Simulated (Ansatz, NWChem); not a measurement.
How basis sets differ on C2H5O (ethoxy radical)

The species is C2H5O (8 atoms), meant as a doublet with charge 0. SMILES: `CC[O]`. The shape is that of a PBE0-D4/def2-TZVP optimisation.

Each level gives the atomisation enthalpy at 298 K (kJ/mol). The values are calculated. The thermal term (zero-point and 298 K enthalpy, harmonic and unscaled) is that of PBE0-D4/def2-TZVP; the spin-orbit lowering of the free atoms at 298 K, 0.4 kJ/mol by their spectra, is taken off.

Measured value to compare with: Active Thermochemical Tables gives the atomisation enthalpy at 298 K of the gas as 2784 kJ/mol.

```
                                level                    kind  program  value (kJ/mol)  computed − measured  CPU time (all runs)
               UCAM-B3LYP/DGauss-DZVP  range-separated hybrid   NWChem            2791                   +7                 31 s
                   UCAM-B3LYP/LANL2DZ  range-separated hybrid   NWChem            2705                  -79                 21 s
                      UCAM-B3LYP/MINI  range-separated hybrid   NWChem            2090                 -694                9.3 s
UCAM-B3LYP/SBKJC-VDZ (core potential)  range-separated hybrid   NWChem            2604                 -180                 20 s
                     UCAM-B3LYP/MIDI!  range-separated hybrid   NWChem            2725                  -59                 21 s
                 UCAM-B3LYP/jorge-DZP  range-separated hybrid   NWChem            2755                  -29                 56 s
               UCAM-B3LYP/aug-cc-pVDZ  range-separated hybrid   NWChem            2770                  -14              2.1 min
```

Nearest: UCAM-B3LYP/DGauss-DZVP (+7 kJ/mol); farthest: UCAM-B3LYP/MINI (-694 kJ/mol). Without the sets that lack polarisation functions the rows with a basis span only 2725 to 2791 kJ/mol. CPU times are rough (shared hosts, several kinds of processor): they show what a rung costs within a factor of a few.
